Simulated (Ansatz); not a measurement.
# BH (triplet): wave-function methods side by side at distance B1–H2 = 2.674 Å, cc-pVQZ

An exercise on one series of results from a longer session: the logs are not shown, and one member is left open.

Computed with Ansatz 0.2.0, Gaussian basis. Level: cc-pVQZ, core rule «outside noble gas», up to 1 orbitals frozen.

The runs, in order: UHF; CCSD(T) on ROHF; CCSD(T) on UHF; BCCD(T) on ROHF; CCSDT(Q) on ROHF; CCSDT(Q) on UHF; CASSCF and NEVPT2, 4 electrons in 5 orbitals; Full CI.

17 further runs of the same task are left out: 10 that didn't finish, 7 set aside as unsound or not needed.

### What is computed

The geometry derives from a PBE0/def2-TZVP stationary point (not a proven minimum). One bond is set to the value named and the two fragments are kept rigid.

2 atoms, charge 0, spin multiplicity 3.

Atoms are counted from 1 here; the program's logs count them from 0.

No contacts short enough for the rule that draws bonds.

The first run:

in.yaml

```yaml
crystal:
  periodic: [false, false, false]
  atoms:
    - {symbol: B, position_ang: [0.000000, 0.000000, 0.000000]}
    - {symbol: H, position_ang: [0.000000, 0.000000, 2.674000]}
basis:
  gaussian: {orbitals: cc-pVQZ}
magnetization: {spin_polarized: true, initial_magnetization: 2}
hamiltonian: {xc: hf}
output: {orbitals: {seedname: orbitals}}
```

Launch:

```bash
> ansatz run in.yaml --threads 1 --pin off --events-out ev --progress --plain --max-ram 2393MiB
```

Steps of the session up to this table: UHF; CCSD(T) on ROHF; CCSD(T) on UHF; BCCD(T) on ROHF; CCSDT(Q) on ROHF; CCSDT(Q) on UHF; CASSCF and NEVPT2, 4 electrons in 5 orbitals; Full CI.

One table of the session follows, with a row left open; its other results are not shown here.

It belongs to the step «Misses and costs». 

| method | from FCI (kcal/mol) |
| --- | --- |
| ROHF | +46.59 |
| UHF | +43.86 |
| RMP2 | +13.51 |
| UMP2 | ? |
| RCCSD | +1.38 |
| UCCSD | +1.30 |
| RCCSD(T) | +0.29 |
| UCCSD(T) | +0.28 |
| BCCD(T) | +0.30 |
| RCCSDT | 0.00 |
| UCCSDT | -0.01 |
| RCCSDT(Q) | 0.00 |
| UCCSDT(Q) | -0.02 |
| CASSCF valence | +24.83 |
| NEVPT2 valence | +5.66 |
| FCI | 0 |

Q: Estimate the row for UMP2 from the others.

**Answer.** from FCI (kcal/mol): +13.84. In the column «from FCI (kcal/mol)» it lies between RMP2 (+13.51) and CASSCF valence (+24.83).

Caveats from the session: Levels on UHF freeze UHF's core orbitals, full CI those of ROHF, so the U rows can settle a little off it for that reason alone. Restricted and unrestricted rows rest on different reference determinants; where their highest levels disagree by more than a few hundredths of an eV, they describe different states and don't form one ladder.
